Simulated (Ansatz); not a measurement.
Computed with Ansatz on PBE0-D4/def2-TZVP structures; ΔE is electronic, products minus reactants. CBS: MP2 limit from def2 TZ/QZ plus the TZ coupled-cluster correction, frozen cores. This one scheme is used for every species. DFT in def2-TZVPP.

`CC1C=C1F` + HCl → `FC1=CC1Cl` + CH₄  (substitution at a C–C bond)

`CC1C=C1F`:

Z-matrix (Å, degrees):
```
C
C 1 1.509
H 1 1.094 2 110.9
H 1 1.094 2 111.1 3 119.4
H 1 1.093 2 110.9 3 -120.3
C 2 1.549 1 121.3 3 87.5
C 2 1.461 1 122.8 3 147.6
H 2 1.095 1 113.4 3 -59.6
H 6 1.075 2 144.6 1 -71.1
F 7 1.310 2 143.6 1 73.4
```

HCl:

Z-matrix (Å, degrees):
```
Cl
H 1 1.279
```

`FC1=CC1Cl`:

```xyz
7

F     2.133   -0.171   -0.203
C     0.854   -0.196    0.026
C    -0.196   -0.868    0.350
C    -0.352    0.588    0.009
Cl   -1.103    1.066   -1.551
H    -0.729   -1.761    0.621
H    -0.608    1.342    0.748
```

CH₄:

Z-matrix (Å, degrees):
```
C
H 1 1.090
H 1 1.090 2 109.5
H 1 1.090 2 109.5 3 -120.0
H 1 1.090 2 109.5 3 120.0
```

CCSD(T)/CBS gives +4.6 kJ/mol.

(1) Another level gave -8.6 kJ/mol. Which?
A. LC-ωPBE/def2-TZVPP
B. CCSD/def2-TZVPP
C. BLYP/def2-TZVPP
D. B2PLYP/def2-TZVPP

(2) What do rigid-rotor, harmonic-oscillator terms from PBE0-D4/def2-TZVP frequencies (298.15 K, 1 bar) make of the CCSD(T)/CBS value? (Best estimate.)

Largest T1 diagnostic among the species: 0.011.

Answers

(1) C. BLYP -8.6, B2PLYP -1.1, CCSD/def2-TZVPP 9.0, LC-ωPBE 3.8 kJ/mol.

(2) The calculation gave: ΔZPE = +3.0 kJ/mol, ΔH = +7.5 kJ/mol, ΔS = -2 J/(mol·K), ΔG = +8.1 kJ/mol.

From PBE to PBE0 (25 % exact exchange), in def2-TZVPP and without D4, ΔE moves by +4.5 kJ/mol. Leaving LDA and LC-ωPBE aside and taking each functional with its dispersion term where it has one, the values, not all of them listed here, spread over 10.9 kJ/mol, from BLYP-D4 to PBE-QIDH. LDA lies +6.5 kJ/mol from PBE without D4.
